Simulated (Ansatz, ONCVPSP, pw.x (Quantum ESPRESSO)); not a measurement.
Ta (Z = 73) (bcc): variants of one ONCV potential in the solid

```
Element                 : Ta (Z = 73)
Generator               : ONCVPSP 4.0.1.1 (patched build)
Type                    : optimised norm-conserving Vanderbilt (ONCV)
Functional              : LDA (Perdew-Wang 92)
Relativity              : scalar-relativistic
Frozen core             : [Kr] 4d10 4f14
Valence charge          : 13
Reference configuration : 5s2 5p6 5d3 6s2
Partial waves           : 5s+6s: rc 1.95 bohr, ncon 4, nbas 7, qcut 7.1 1/bohr, 2 projectors; 5p: rc 1.85 bohr, ncon 4, nbas 8, qcut 6.9 1/bohr, 2 projectors, debl 3.6 Ha; 5d: rc 1.85 bohr, ncon 4, nbas 9, qcut 5.7 1/bohr, 2 projectors, debl 1.3 Ha
Local potential         : polynomial inside 1.65 bohr (lpopt 4, dvloc0 0 Ha)
Core correction         : Teter function, fcfact 3.75, rcfact 1.2
```

Crystal test: bcc Ta in pw.x 7.5, no spin, 14³ k-points, Fermi–Dirac smearing 0.01 Ry, cutoffs set for each file from its atomic test. The reference is all-electron LAPW (Ansatz 0.2.0) with the same functional, mesh and smearing; V0 and B0 come from Birch–Murnaghan fits to the pressures at five volumes. Errors are pseudo minus all-electron; Δ is the rms difference of the E(V) curves that follow from these fits, minima aligned, over ±6 % about the mean V0. Mesh and smearing are coarse, so the numbers serve the comparison and aren't converged zero-temperature values; the lattice is a test structure that the element need not adopt.

All-electron: a0 = 3.255 Å (V0 = 17.24 Å³/atom), B0 = 217.7 GPa.

Base: This is a poor potential for the solid.

1 further variants are left out: they gave no file fit for a test, a broken result, the same result as the base, or pressures whose basis-set error rivals the error shown.

| change | cutoffs (Ry) | pw.x | a0 (Å) | a0 error (%) | B0 error (%) | Δ (meV/atom) | mean pressure error (GPa) |
| --- | --- | --- | --- | --- | --- | --- | --- |
| base | 50/200 | converged | 3.237 | -0.53 | -0.4 | 12.9 | -3.46 |
| s: nproj 4 | 50/200 | converged | 3.237 | -0.53 | -0.4 | 12.9 | -3.46 |
| local potential polynomial inside 1.65 bohr (lpopt 4, dvloc0 2.5 Ha) | 50/200 | converged | 3.239 | -0.47 | -0.2 | 11.5 | -3.08 |
| reference 5s2 5p6 5d3 6s1.5 6p0.5; wave 5p: rc 1.85 bohr, ncon 4, nbas 8, qcut 6.9 1/bohr, 2 projectors, debl 3.6 Ha becomes 5p+6p: rc 1.85 bohr, ncon 4, nbas 8, qcut 6.9 1/bohr, 2 projectors | 50/200 | converged | 3.238 | -0.51 | -0.6 | 12.5 | -3.35 |

(1) Give the row for: d: rc 1.92.

Results:

(1) pw.x: converged; mean pressure error (GPa): -3.46; a0 (Å): 3.237; a0 error (%): -0.53; B0 error (%): -0.4; Δ (meV/atom): 12.9.
